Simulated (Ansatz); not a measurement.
Geometry optimisation, RKS PBE0/def2-SVP (Ansatz 0.2.0).

input.yaml

```yaml
crystal:
  periodic: [false, false, false]
  atoms:
    - { symbol: Si, position_ang: [0.0, 0.0, 0.0] }
    - { symbol: H, position_ang: [0.0, 0.0, 1.46] }
    - { symbol: H, position_ang: [1.3768, 0.0, -0.4862] }
    - { symbol: O, position_ang: [-0.7913, 1.3709, -0.5594] }
    - { symbol: H, position_ang: [-1.7491, 1.1401, -0.7818] }
    - { symbol: H, position_ang: [-0.6877, -1.1914, -0.4862] }
basis:
  gaussian: { orbitals: def2-SVP }
hamiltonian:
  xc: pbe0
relax:
  f_tol: 0.02
  max_steps: 40
output:
  orbitals: {}
```

Launched with:

```bash
$ ansatz run input.yaml --threads 1 --pin off --max-ram 2048MiB --backend cpu --events-out ev --progress --plain --runs-dir out
```

Problem. Where does it end, and by what steps?

Solution. The run converged. After 6 steps the energy has fallen by 0.127 eV; H5 moved furthest, 0.30 Å.

```json
{"step": "0", "energy less start (eV)": "0.0000", "largest force component (eV/Å)": "2.032", "accepted": "yes"}
{"step": "1", "energy less start (eV)": "-0.0938", "largest force component (eV/Å)": "0.571", "accepted": "yes"}
{"step": "2", "energy less start (eV)": "-0.1074", "largest force component (eV/Å)": "0.283", "accepted": "yes"}
{"step": "3", "energy less start (eV)": "-0.1257", "largest force component (eV/Å)": "0.033", "accepted": "yes"}
{"step": "4", "energy less start (eV)": "-0.1269", "largest force component (eV/Å)": "0.024", "accepted": "yes"}
{"step": "5", "energy less start (eV)": "-0.1269", "largest force component (eV/Å)": "0.035", "accepted": "yes"}
{"step": "6", "energy less start (eV)": "-0.1270", "largest force component (eV/Å)": "0.001", "accepted": "yes"}
```

```xyz
6
Properties=species:S:1:pos:R:3
Si -0.021 -0.030 -0.040
H -0.095 0.023 1.454
H 1.401 0.053 -0.470
O -0.799 1.261 -0.749
H -1.739 1.353 -0.571
H -0.599 -1.341 -0.477
```

Time of the run: 8 s on 1 thread of Arm Neoverse V1 (shared host), peak memory 0.1 GiB.
